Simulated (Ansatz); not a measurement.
Crystal: Br2O5, cubic X2O5 type, 14 atoms in the cell.

Space group Pn-3m, simple cubic cell, positions in fractions of the edge: Br (0 0 0), (0.5 0.5 0), (0.5 0 0.5), (0 0.5 0.5); O (0.5 0 0), (0 0.5 0), (0 0 0.5), (0.5 0.5 0.5), (0.75 0.75 0.25), (0.75 0.25 0.75), (0.25 0.75 0.75), (0.75 0.25 0.25), (0.25 0.75 0.25), (0.25 0.25 0.75).

Computed with PBE, plane waves, PAW datasets (generated soft set 1) (Ansatz).

Cutoff 420 eV; k-mesh 20×20×20 Γ-centred; Fermi–Dirac smearing of 0.0612 eV; no spin polarisation.

**Question.** What equilibrium volume, lattice constant and bulk modulus does this give?

**Answer.** V₀ = 11.128 Å³/atom (a₀ = 5.381 Å), B₀ = 109 GPa, B₀′ = 4.75. The points behind the fit:

```json
{"V (Å³/atom)": "10.472", "a (Å)": "5.2729", "E − E(min) (meV/atom)": "14.72", "P (GPa)": "7.63"}
{"V (Å³/atom)": "10.695", "a (Å)": "5.3101", "E − E(min) (meV/atom)": "6.16", "P (GPa)": "4.74"}
{"V (Å³/atom)": "10.918", "a (Å)": "5.3467", "E − E(min) (meV/atom)": "1.39", "P (GPa)": "2.17"}
{"V (Å³/atom)": "11.140", "a (Å)": "5.3828", "E − E(min) (meV/atom)": "0.00", "P (GPa)": "-0.13"}
{"V (Å³/atom)": "11.363", "a (Å)": "5.4185", "E − E(min) (meV/atom)": "1.62", "P (GPa)": "-2.17"}
{"V (Å³/atom)": "11.586", "a (Å)": "5.4536", "E − E(min) (meV/atom)": "5.92", "P (GPa)": "-3.99"}
```

The published all-electron PBE values for this crystal (mean of FLEUR and WIEN2k, k-spacing 0.06 Å⁻¹; Bosoni et al., Nat. Rev. Phys. 6, 45 (2024)) are V₀ = 11.141 Å³/atom, B₀ = 108.4 GPa, B₀′ = 4.80.

The stress includes the program's correction for the finite plane-wave basis.

This cubic structure is a model: it isn't the usual form of the substance at ambient conditions, and such phases are metastable or hypothetical. Spin polarisation is left out, and a magnetic state may lie lower.
